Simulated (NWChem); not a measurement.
Species: N2 cation, doublet

```xyz
2

N      0.0000     0.0000    -0.5585
N      0.0000     0.0000     0.5585
```
Atoms are numbered in this order, from 1.

Computed with NWChem. Spin-unrestricted. The geometry was optimised at B3LYP/6-31G* (spherical d), spin-unrestricted. No stability test was run on the SCF state. Level: M06-2X/def2-SVP with SMD (1 M gas to 1 M solution), gas-phase geometry. Reactions with the solvent are ignored.

Task: Estimate the computed values for solvent dichloromethane. Quantities: solvation free energy (kcal/mol); cavity-dispersion-structure term (kcal/mol).

Result: 
```json
{
 "solvation free energy (kcal/mol)": "-66.1",
 "cavity-dispersion-structure term (kcal/mol)": "3.5"
}
```
